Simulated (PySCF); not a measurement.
All values below come from PySCF with PBE-D3(BJ)/def2-TZVP // B3LYP-D3(BJ)/def2-TZVP. Isolated molecules, 0 K electronic values unless said otherwise. Excitations are Tamm–Dancoff values on a coarser integration grid. The basis has no diffuse functions, so Rydberg states are missing or too high.

Reference species (SMILES): `C=C` (neutral, multiplicity 1).

- T1 excitation (TDA): 4.61 eV
- HOMO: -6.76 eV
- brightest of the four lowest singlets (TDA): 8.50 eV
- S1 oscillator strength: 0.000

Changed species: `C=[CH][GeH3]` (X = germyl; the reference has X = H).

### Question
Give the shifts of the T1 excitation (TDA), HOMO, brightest of the four lowest singlets (TDA) and S1 oscillator strength.

### Answer
the T1 excitation (TDA) falls by 0.16 eV, to 4.45 eV; the HOMO falls by 0.05 eV, to -6.81 eV; the brightest of the four lowest singlets (TDA) drops by 1.58 eV, to 6.92 eV; the S1 oscillator strength hardly moves.
